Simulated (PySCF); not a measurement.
From one molecule to another.

First species: 4-methylisothiazole, C4H5NS.
Numbering: `[CH3:1][c:2]1[cH:3][n:4][s:5][cH:6]1` (hydrogens: H7, H8, H9 on C1; H10 on C3; H11 on C6)

Geometry (GFN2-xTB, Å), atoms numbered from 1 in this order:
```xyz
11
C4H5NS angstrom
C     -1.4858   -0.1561   -0.0672
C     -0.0099    0.0383    0.0081
C      0.9549   -0.9806   -0.1828
N      2.2052   -0.6236   -0.0829
S      2.3333    0.9680    0.2482
C      0.6372    1.2148    0.2645
H     -1.7927   -0.9754    0.5808
H     -1.7830   -0.4046   -1.0857
H     -2.0057    0.7489    0.2361
H      0.7294   -2.0106   -0.4010
H      0.2226    2.1835    0.4559
```

Second species: 3-methoxy-1-propanol, C4H10O2.
SMILES: `COCCCO`

Levels: CAM-B3LYP/def2-SVPD for dipole moment, HOMO energy, LUMO energy, HOMO–LUMO gap, static isotropic polarisability and electronic spatial extent ⟨r²⟩ about the centre of nuclear charge; TDDFT CAM-B3LYP/def2-SVPD for lowest singlet excitation; TDA CAM-B3LYP/def2-SVPD for lowest triplet excitation (Tamm–Dancoff); GFN2-xTB for rotational constant A and rotational constant C. Geometries: GFN2-xTB. Each structure is a single optimised conformer of the isolated species, non-relativistic unless stated; the electronic structure was computed with PySCF and density fitting.

The conformers computed, where there is a choice (atom-mapped SMILES and torsion angles):
- `[CH3:1][O:2][CH2:3][CH2:4][CH2:5][OH:6]`: C1–O2–C3–C4 -178°, O2–C3–C4–C5 66°, C3–C4–C5–O6 180°, H–O6–C5–C4 61°

Values for the first species:

- Dipole moment: 2.83 D
- HOMO energy: -8.53 eV
- LUMO energy: 0.23 eV
- HOMO–LUMO gap: 8.76 eV
- Lowest singlet excitation: 5.67 eV
- Lowest triplet excitation (Tamm–Dancoff): 4.10 eV
- Static isotropic polarisability: 68.5 au
- Electronic spatial extent ⟨r²⟩ about the centre of nuclear charge: 636 bohr²
- Rotational constant A: 7.543 GHz
- Rotational constant C: 1.915 GHz

Problem. Estimate the same properties for the second species, and the change in each.

Solution. 
```csv
property,first,second,second less first
dipole moment,2.83 D,2.29 D,-0.54 D
HOMO energy,-8.53 eV,-8.92 eV,-0.39 eV
LUMO energy,0.23 eV,1.34 eV,+1.11 eV
HOMO–LUMO gap,8.76 eV,10.26 eV,+1.50 eV
lowest singlet excitation,5.67 eV,6.95 eV,+1.28 eV
lowest triplet excitation (Tamm–Dancoff),4.10 eV,6.64 eV,+2.54 eV
static isotropic polarisability,68.5 au,61.0 au,-7.5 au
electronic spatial extent ⟨r²⟩ about the centre of nuclear charge,636 bohr²,880 bohr²,+244 bohr²
rotational constant A,7.543 GHz,10.531 GHz,+2.988 GHz
rotational constant C,1.915 GHz,1.375 GHz,-0.540 GHz
```

On the first: The dipole matches unit charges of opposite sign 0.59 Å apart (1 e·Å = 4.8032 D). S1 lies 3.09 eV below the HOMO–LUMO gap; its leading configuration is HOMO→LUMO, weight 0.81.

On the second: The principal polarisabilities are 55.0, 56.9 and 71.0 au; their mean is the isotropic value. The 8 singlets span 6.95 to 8.61 eV, and their oscillator strengths add up to 0.12.
